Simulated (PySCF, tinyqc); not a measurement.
Inside a calculation. Method: RHF in the sto-3g basis, for HF, spin multiplicity 1. The lowest restricted solution is unstable here: a spin-polarised one lies 0.0024 hartree lower (PySCF). One step of it, computed by the program tinyqc.

Task: Iteration 1: building the Fock matrix. J_ij = sum D_kl (ij|kl), K_ij = sum D_kl (ik|jl); F = H + J - 0.5 K; E = tr D H + tr D J / 2 - 0.25 tr D K + E_nn.

D at the start, lower triangle:
```
            1F 1s      1F 2s    1F 2px    1F 2py    1F 2pz     2H 1s
1F 1s    2.157149
1F 2s   -0.508104   2.137687
1F 2px   0.000000   0.000000  1.636739
1F 2py   0.000000   0.000000  0.000000  1.636739
1F 2pz   0.010200  -0.054479  0.000000  0.000000  1.555733
2H 1s   -0.014869   0.057046  0.000000  0.000000  0.172349  1.009854
```

core Hamiltonian H = T + V (hartree), lower triangle:
```
             1F 1s       1F 2s     1F 2px     1F 2py     1F 2pz      2H 1s
1F 1s   -40.448684
1F 2s    -9.490498  -10.926680
1F 2px    0.000000    0.000000  -8.606891
1F 2py    0.000000    0.000000   0.000000  -8.606891
1F 2pz   -0.008116   -0.101116   0.000000   0.000000  -8.658692
2H 1s    -0.903307   -2.191439   0.000000   0.000000  -1.581109  -4.236010
```

Two-electron integrals (ij|kl) in chemists' order, unique and non-zero (hartree):
```
(11|11) 5.403501   (21|11) 0.841920   (21|21) 0.156299   (22|11) 1.268028
(22|21) 0.292344   (22|22) 0.926167   (31|31) 0.027998   (32|31) 0.043169
(32|32) 0.204588   (33|11) 1.264502   (33|21) 0.292403   (33|22) 0.925959
(33|33) 0.997514   (41|41) 0.027998   (42|41) 0.043169   (42|42) 0.204588
(43|43) 0.053770   (44|11) 1.264502   (44|21) 0.292403   (44|22) 0.925959
(44|33) 0.889973   (44|44) 0.997514   (51|51) 0.027998   (52|51) 0.043169
(52|52) 0.204588   (53|53) 0.053770   (54|54) 0.053770   (55|11) 1.264502
(55|21) 0.292403   (55|22) 0.925959   (55|33) 0.889973   (55|44) 0.889973
(55|55) 0.997514   (61|11) 0.080357   (61|21) 0.014805   (61|22) 0.027559
(61|33) 0.027518   (61|44) 0.027518   (61|51) 0.000584   (61|52) 0.001105
(61|55) 0.027646   (61|61) 0.001416   (62|11) 0.224407   (62|21) 0.052522
(62|22) 0.188240   (62|33) 0.185402   (62|44) 0.185402   (62|51) 0.003547
(62|52) 0.028936   (62|55) 0.193727   (62|61) 0.005053   (62|62) 0.049028
(63|31) 0.005241   (63|32) 0.032042   (63|53) 0.005926   (63|63) 0.006949
(64|41) 0.005241   (64|42) 0.032042   (64|54) 0.005926   (64|64) 0.006949
(65|11) 0.161448   (65|21) 0.038244   (65|22) 0.146826   (65|33) 0.140774
(65|44) 0.140774   (65|51) 0.007479   (65|52) 0.053153   (65|55) 0.158761
(65|61) 0.003814   (65|62) 0.047071   (65|65) 0.051887   (66|11) 0.418682
(66|21) 0.099555   (66|22) 0.412623   (66|33) 0.400178   (66|44) 0.400178
(66|51) 0.007506   (66|52) 0.087834   (66|55) 0.437163   (66|61) 0.009611
(66|62) 0.145023   (66|65) 0.162756   (66|66) 0.774606
```

nuclear repulsion = 3.81312642 hartree

Give: Coulomb J; exchange K; Fock matrix F; total energy of this density.

Result:

Coulomb J (hartree), lower triangle:
```
         1F 1s  1F 2s  1F 2px  1F 2py  1F 2pz  2H 1s
1F 1s   20.119
1F 2s    3.814  9.378
1F 2px   0.000  0.000   9.357
1F 2py   0.000  0.000   0.000   9.357
1F 2pz   0.006  0.089   0.000   0.000   9.393
2H 1s    0.362  1.906   0.000   0.000   1.513  4.519
```

exchange K (hartree), lower triangle:
```
         1F 1s  1F 2s  1F 2px  1F 2py  1F 2pz  2H 1s
1F 1s   11.271
1F 2s    1.933  3.087
1F 2px   0.000  0.000   2.271
1F 2py   0.000  0.000   0.000   2.271
1F 2pz   0.005  0.041   0.000   0.000   2.295
2H 1s    0.204  0.767   0.000   0.000   0.570  1.056
```

Fock matrix F (hartree), lower triangle:
```
          1F 1s   1F 2s  1F 2px  1F 2py  1F 2pz   2H 1s
1F 1s   -25.965
1F 2s    -6.643  -3.093
1F 2px    0.000   0.000  -0.385
1F 2py    0.000   0.000   0.000  -0.385
1F 2pz   -0.004  -0.033   0.000   0.000  -0.413
2H 1s    -0.643  -0.668   0.000   0.000  -0.353  -0.245
```

total energy of this density = -99.10909 hartree

This density is the starting one; it is not idempotent, so its energy is not variational and may lie below the converged one.
